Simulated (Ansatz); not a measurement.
**One shape, several levels: SiHCl (SMILES [SiH]Cl)**

We compute a comparison of 6 runs (HF/STO-3G, HF/cc-pVTZ, B3LYP/6-31G*, r2SCAN0/cc-pVTZ, RPA@PBE0/cc-pVTZ, BCCD(T)/cc-pVTZ) of SiHCl. 

Program for the calculation: Ansatz 0.2.0.

59 further runs of the same task are left out: 59 set aside as unsound or not needed.

**1. The structure to begin with**

The species is SiHCl (3 atoms), meant as a singlet with charge 0. SMILES: `[SiH]Cl`. The Si1–Cl2 distance was set to 2.700 Å, away from the relaxed value.

Bond lengths: Si1–H3 1.529 Å. A long bond or contact: Si1–Cl2 2.700 Å.

**2. A single-point energy at HF/STO-3G (run 1)**

File job.yaml:

```yaml
crystal:
  periodic: [false, false, false]
  atoms:
    - {symbol: Si, position_ang: [-1.095375, 0.636410, -0.524930]}
    - {symbol: Cl, position_ang: [1.275420, 0.352820, 0.736230]}
    - {symbol: H, position_ang: [-1.274205, -0.858350, -0.793340]}
basis:
  gaussian:
    orbitals: STO-3G
total_charge: 0
hamiltonian:
  xc: hf
accuracy: high
output:
  orbitals: {seedname: orbitals}
```

The run is started by

```bash
$ ansatz run job.yaml --threads 1 --pin off --max-ram 3480MiB --events-out events.jsonl --progress --plain --runs-dir runs
```

Standard output:

```text
Warning: RAYON_NUM_THREADS=1 ignored (pool sized by the plan → 1); use --threads N
Functional definition: HF
  name "HF"
  exchange = exact_x
  correlation = 0
306 factors; integrals over basis functions are off by at most 2.1e-8 eV
mean field evaluation 1: about -20153.2657 eV, gradient 1.3e1 eV
mean field evaluation 2: about -20153.2939 eV, gradient 1.3e1 eV
mean field evaluation 4: about -20155.1335 eV, gradient 7.9e-1 eV
mean field evaluation 8: about -20155.1376 eV, gradient 7.8e-5 eV
mean field evaluation 16: about -20155.1376 eV, gradient 8.2e-9 eV
mean field -20155.13756266 eV, -740.6876437848 hartree, gradient 8.2e-9 eV, S^2 0.000000; 0 other end points of the search recorded, 0 dependent functions left out
reference -20155.13756266 eV, -740.6876437848 hartree; 16, 16 occupied and 3, 3 virtual orbitals, 306 factors
Total energy: -20155.13756266 eV, -740.6876437848 hartree
```

It took 0.1 s on 1 thread of Arm Neoverse V1, shared host.

**3. A single-point energy at HF/cc-pVTZ (run 2)**

File molecule.yaml:

```yaml
crystal:
  periodic: [false, false, false]
  atoms:
    - {symbol: Si, position_ang: [-1.095375, 0.636410, -0.524930]}
    - {symbol: Cl, position_ang: [1.275420, 0.352820, 0.736230]}
    - {symbol: H, position_ang: [-1.274205, -0.858350, -0.793340]}
basis:
  gaussian:
    orbitals: cc-pVTZ
hamiltonian:
  xc: hf
accuracy: high
output: {orbitals: {seedname: orbitals}}
```

The run is started by

```bash
$ ansatz run molecule.yaml --threads 1 --pin off --max-ram 3480MiB --events-out events.jsonl --progress --plain --runs-dir runs
```

Standard output:

```text
Warning: RAYON_NUM_THREADS=1 ignored (pool sized by the plan → 1); use --threads N
[... 4 set-up lines as earlier in the session ...]
1214 factors; integrals over basis functions are off by at most 4.1e-9 eV
mean field evaluation 1: about -20379.5101 eV, gradient 1.9e1 eV
mean field evaluation 2: about -20379.5123 eV, gradient 1.9e1 eV
mean field evaluation 4: about -20381.0579 eV, gradient 1.6e0 eV
mean field evaluation 8: about -20381.0823 eV, gradient 1.7e-1 eV
mean field evaluation 16: about -20381.0829 eV, gradient 1.9e-8 eV
mean field -20381.08286427 eV, -748.9909804677 hartree, gradient 1.9e-8 eV, S^2 0.000000; 0 other end points of the search recorded, 0 dependent functions left out
reference -20381.08286427 eV, -748.9909804677 hartree; 16, 16 occupied and 66, 66 virtual orbitals, 1214 factors
Total energy: -20381.08286427 eV, -748.9909804677 hartree
```

Run time: 1.3 s. Hardware: 1 thread of Arm Neoverse V1, shared host; peak memory 0.15 GiB.

Runs 3 to 5 aren't shown in full; the table further down has their settings and results.

**4. A single-point energy at BCCD(T)/cc-pVTZ (run 6)**

File in.yaml:

```yaml
crystal:
  periodic: [false, false, false]
  atoms:
    - symbol: Si
      position_ang: [-1.095375, 0.636410, -0.524930]
    - symbol: Cl
      position_ang: [1.275420, 0.352820, 0.736230]
    - symbol: H
      position_ang: [-1.274205, -0.858350, -0.793340]
basis:
  gaussian:
    orbitals: cc-pVTZ
magnetization:
  spin_polarized: false
  initial_magnetization: 0
correlation:
  method: bccd_t
  frozen_orbitals: {Cl: 5, H: 0, Si: 5}
accuracy: high
scf:
  omitted_lower_state_checks: [cluster_reference, increment]
```

The run is started by

```bash
$ ansatz run in.yaml --threads 1 --pin off --max-ram 3480MiB --events-out events.jsonl --progress --plain --runs-dir runs
```

Standard output:

```text
Warning: RAYON_NUM_THREADS=1 ignored (pool sized by the plan → 1); use --threads N
[... 4 set-up lines as earlier in the session ...]
these checks for a lower state are left out or cut short: cluster_reference, increment
1214 factors; integrals over basis functions are off by at most 4.1e-9 eV
mean field evaluation 1: about -20379.5101 eV, gradient 1.9e1 eV
mean field evaluation 2: about -20379.5123 eV, gradient 1.9e1 eV
mean field evaluation 4: about -20381.0579 eV, gradient 1.6e0 eV
mean field evaluation 8: about -20381.0823 eV, gradient 1.7e-1 eV
mean field evaluation 16: about -20381.0829 eV, gradient 1.9e-8 eV
mean field -20381.08286427 eV, -748.9909804677 hartree, gradient 1.9e-8 eV, S^2 0.000000; 0 other end points of the search recorded, 0 dependent functions left out; unrestricted orbitals would lower it
10 core orbitals not correlated: weight in the atoms' cores, before any rotation towards them, 1.000 or more for the frozen orbitals, at most 0.000 for the correlated occupied ones
reference -20381.08286427 eV, -748.9909804677 hartree; 6, 6 occupied and 66, 66 virtual orbitals, 1214 factors
second order -7.77778491 eV of doubles, -0.00000000 eV of singles
cycle   1  -8.39960300 eV  change   -6.2e-1 eV  update   8.8e-2
cycle   2  -8.63788609 eV  change   -2.4e-1 eV  update   3.4e-2
cycle   3  -8.74155589 eV  change   -1.0e-1 eV  update   2.6e-2
cycle   4  -8.73038189 eV  change    1.1e-2 eV  update   6.7e-3
cycle   5  -8.72676197 eV  change    3.6e-3 eV  update   3.0e-3
cycle   6  -8.72700470 eV  change   -2.4e-4 eV  update   1.1e-3
cycle   7  -8.72675003 eV  change    2.5e-4 eV  update   6.2e-4
cycle   8  -8.72650970 eV  change    2.4e-4 eV  update   2.5e-4
cycle   9  -8.72649782 eV  change    1.2e-5 eV  update   1.3e-4
cycle  10  -8.72642819 eV  change    7.0e-5 eV  update   5.9e-5
cycle  11  -8.72641679 eV  change    1.1e-5 eV  update   2.6e-5
cycle  12  -8.72642113 eV  change   -4.3e-6 eV  update   1.0e-5
cycle  13  -8.72642519 eV  change   -4.1e-6 eV  update   3.8e-6
cycle  14  -8.72642869 eV  change   -3.5e-6 eV  update   1.6e-6
cycle  15  -8.72642847 eV  change    2.2e-7 eV  update   7.2e-7
cycle  16  -8.72642792 eV  change    5.5e-7 eV  update   3.2e-7
cycle  17  -8.72642785 eV  change    7.0e-8 eV  update   1.6e-7
cycle  18  -8.72642783 eV  change    2.1e-8 eV  update   8.1e-8
cycle  19  -8.72642780 eV  change    3.2e-8 eV  update   3.7e-8
cycle  20  -8.72642736 eV  change    4.3e-7 eV  update   1.7e-7
cycle  21  -8.72642740 eV  change   -3.5e-8 eV  update   6.7e-8
cycle  22  -8.72642736 eV  change    4.0e-8 eV  update   2.8e-8
cycle  23  -8.72642736 eV  change   -3.7e-9 eV  update   1.1e-8
cycle  24  -8.72642737 eV  change   -4.7e-9 eV  update   5.2e-9
cycle  25  -8.72642737 eV  change   -2.6e-9 eV  update   2.5e-9
cycle  26  -8.72642737 eV  change  -6.1e-10 eV  update   1.1e-9
perturbative correction -0.40141252 eV, -0.0147516380 hartree
Total energy: -20390.21070416 eV, -749.3264223966 hartree
Checks for a lower state left out: cluster_reference, increment
```

It took 6.3 s on 1 thread of Arm Neoverse V1, shared host; peak memory 0.36 GiB.

**5. The series**

| run | level | frozen core orbitals | energy (Eh) | HOMO energy (eV) | LUMO energy (eV) | HOMO–LUMO gap (eV) | wall time |
| --- | --- | --- | --- | --- | --- | --- | --- |
| 1 | HF/STO-3G | – | -740.687644 | -7.26 | 3.41 | 10.66 | 0.1 s |
| 2 | HF/cc-pVTZ | – | -748.990980 | -10.43 | -0.92 | 9.51 | 1.3 s |
| 3 | B3LYP/6-31G* (spherical functions) | – | -750.231508 | -7.42 | -4.22 | 3.20 | 1.6 s |
| 4 | r2SCAN0/cc-pVTZ | – | -750.190658 | -7.94 | -4.01 | 3.93 | 7.2 s |
| 5 | RPA@PBE0/cc-pVTZ | 10 | -749.442603 | – | – | – | 5.7 s |
| 6 | BCCD(T)/cc-pVTZ | 10 | -749.326422 | – | – | – | 6.3 s |

**6. What came out**

```
                                           quantity          value
                                run 6: total energy  -749.32642 Eh
run 6: correlation energy (10 core orbitals frozen)     -335.4 mEh
                              run 6: (T) correction     -14.75 mEh
```

In words: Over runs 1, 2, 3, 4 the HOMO–LUMO gap runs from 3.20 eV (B3LYP/6-31G*) to 10.66 eV (HF/STO-3G). The two ends differ in method and basis. Totals of different functionals can't be ranked against each other. In run 6 the log says that unrestricted orbitals would lower the reference, so the values rest on an unstable closed-shell determinant (other closed-shell runs at this shape may share the fault). In run 1 the basis is minimal, so the values are rough. All runs together took 22 s, the longest 7.2 s.
